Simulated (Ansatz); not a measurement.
# CH2BN (SMILES BC#N): methods side by side

CH2BN: 5 atoms, total charge 0, spin state singlet. SMILES: `BC#N`. Geometry: relaxed at PBE0-D4/def2-TZVP.

```xyz
5

B    -0.2192    0.4413   -0.3419
C     0.3527   -0.6967    0.4907
N     0.7865   -1.5596    1.1222
H    -0.7443    0.1874   -1.3776
H    -0.1259    1.5540    0.0653
```

Each level gives the energy change with the B1–C2 bond stretched from 1.522 to 1.902 Å (eV). The values are calculated.

| level | kind | program | value (eV) | less FCI/STO-3G | CPU time (all runs) |
| --- | --- | --- | --- | --- | --- |
| HF/STO-3G (restricted) | Hartree–Fock | Ansatz | 1.47 | +0.29 | 0.16 s |
| PBE/STO-3G (restricted) | GGA | Ansatz | 1.27 | +0.09 | 1.7 s |
| B3LYP/STO-3G (restricted) | global hybrid | Ansatz | 1.30 | +0.12 | 1.8 s |
| BHLYP/STO-3G (restricted) | global hybrid | Ansatz | 1.42 | +0.24 | 1.8 s |
| PBE0/STO-3G (restricted) | global hybrid | Ansatz | 1.38 | +0.20 | 1.7 s |
| wB97M-V/STO-3G (restricted) | range-separated hybrid | Ansatz | 1.35 | +0.17 | 30 s |
| BCCD(T)/STO-3G (restricted) | coupled cluster or CI | Ansatz | 1.19 | +0.01 | 0.36 s |
| CCSD(T)/STO-3G (restricted) | coupled cluster or CI | Ansatz | 1.19 | +0.01 | 0.3 s |
| FCI/STO-3G | exact in the basis | Ansatz | 1.18 | 0.00 | 2.8 min |

FCI/STO-3G is exact within its basis and frozen core, so for wave-function methods in that basis the difference is their error; functionals converge differently with the basis, so for them it is only a difference. The first shape isn't each level's own minimum. The values span 1.18 to 1.47 eV. All rows use very small basis sets, so even the best lies far from the true value. Times are those of the runs behind each value, whatever else they computed, on shared processors of several kinds: orders of magnitude only.
